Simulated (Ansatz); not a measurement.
Basis-set extrapolation for CH4S2, SMILES `CSS` (PBE0-D4/def2-TZVP geometry, frozen core, Ansatz 0.2.0). Multiplicity 1, RHF reference.

```json
{"": "HF", "def2-TZVPP": "-835.299078", "def2-QZVPP": "-835.324023"}
{"": "MP2 correlation", "def2-TZVPP": "-0.532671", "def2-QZVPP": "-0.576630"}
{"": "CCSD(T) correlation", "def2-TZVPP": "-0.603961", "def2-QZVPP": "not run"}
```

Energies in hartree. Use E(X) = E(∞) + A·exp(−7.88·√X) for Hartree–Fock and E(X) = E(∞) + B·X^(−2.97) for correlation, with X = 3 and 4, and add CCSD(T) minus MP2 of the smaller set to the MP2 limit.

What is the CCSD(T) energy at the basis-set limit?

HF limit: -835.324023 + (-0.024945) × 0.13774 = -835.32746. MP2 limit: -0.576630 + (-0.043959) × 0.74074 = -0.60919. Higher-order term: -0.603961 − (-0.532671) = -0.07129. Total: -836.00794 hartree, 275.4 kJ/mol below CCSD(T)/def2-TZVPP.
